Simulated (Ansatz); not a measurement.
A made-up structure of NaAlHCl, singlet:

```xyz
4
angstrom
Na 3.3211 -1.2977 2.9317
Al 0.1471 0.1990 -0.1479
Cl 1.4030 -1.0699 1.0739
H 1.1292 1.2402 -0.8950
```

It is relaxed with PBE-D4/def2-SVP and then PBE0-D4/def2-TZVP (Ansatz 0.2.0). Atoms count as bonded within 1.22 times the sum of their covalent radii (H–H: 0.88 Å). The end point is not checked to be a true minimum.

**Question.** Does its bonding change? (A judgement: the text doesn't fix the answer.)

**Answer.** By the calculation: Yes. Formed: Na1–Al2, Na1–H4; broken: none.

Where it ends: The first stage lowers the energy by 1.06 eV in 16 steps. It ends as NaAlHCl ([H]1[Na][Cl][Al]1):
```tsv
atom	x (Å)	y (Å)	z (Å)
Na1	2.9352	-0.2463	1.5938
Al2	0.3315	0.0880	-0.2316
Cl3	0.7668	-1.5403	1.4887
H4	1.9669	0.7702	0.1118
```

Labels in which every atom is bracketed show which atoms are joined, not bond orders.

For scale, one of the runs: PBE0-D4/def2-TZVP relaxation, 112 basis functions, launched by `ansatz run in.yaml --threads 2 --pin off --events-out ev --progress --plain --max-ram 4352MiB`. Hardware: 2 CPU threads of an Arm Neoverse V1, shared host. Wall time about 12 s.
